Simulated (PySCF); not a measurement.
Orbital picture of LiMg

r²SCAN at R = 3.120 Å; PySCF, no relativity, basis sets Li def2-SVP, Mg def2-SVP. State: ²Σ⁺ (doublet), unpaired electrons σ ↑. Only the outer orbitals are listed, counted within each symmetry.

| spin | orbital | occ. | ε (eV) | on Li (%) | main shells (%) |
| --- | --- | --- | --- | --- | --- |
| α | 3σ | 1 | -53.06 | 100 | 100 Li s |
| α | 1π | 1 | -48.47 | 0 | 100 Mg p |
| α | 1π | 1 | -48.47 | 0 | 100 Mg p |
| α | 4σ | 1 | -48.42 | 0 | 100 Mg p |
| α | 5σ | 1 | -5.16 | 17 | 82 Mg s, 13 Li s |
| α | 6σ | 1 | -3.06 | 61 | 61 Li s, 30 Mg p, 9 Mg s |
| α | 7σ | 0 | -1.63 | 62 | 40 Mg p, 39 Li p, 23 Li s |
| α | 2π | 0 | -1.60 | 33 | 67 Mg p, 33 Li p |
| α | 2π | 0 | -1.60 | 33 | 67 Mg p, 33 Li p |
| β | 3σ | 1 | -52.90 | 100 | 100 Li s |
| β | 1π | 1 | -48.45 | 0 | 100 Mg p |
| β | 1π | 1 | -48.45 | 0 | 100 Mg p |
| β | 4σ | 1 | -48.39 | 0 | 100 Mg p |
| β | 5σ | 1 | -4.86 | 7 | 89 Mg s |
| β | 6σ | 0 | -1.64 | 39 | 46 Mg p, 38 Li s, 13 Mg s |
| β | 2π | 0 | -1.33 | 11 | 86 Mg p, 12 Li p |
| β | 2π | 0 | -1.33 | 11 | 86 Mg p, 12 Li p |

Problem. Which are the highest filled and the lowest empty level, where do they sit, and how wide is the gap?

Solution. Highest filled α 6σ at -3.06 eV (in %: 61 Li s, 30 Mg p, 9 Mg s); lowest empty β 6σ at -1.64 eV (in %: 46 Mg p, 38 Li s, 13 Mg s); the gap at r²SCAN is 1.42 eV.

The bond order (Mayer) is 0.55 and the ⟨S²⟩ is 0.774. The charge on Li (Mulliken, basis-dependent) is 0.15, the charge on Li (Löwdin, basis-dependent) is 0.07 and the dipole moment (positive dipole means Li(−)Mg(+)) is -1.64 D.

The state was picked by a PBE0 search and need not be the measured ground state.
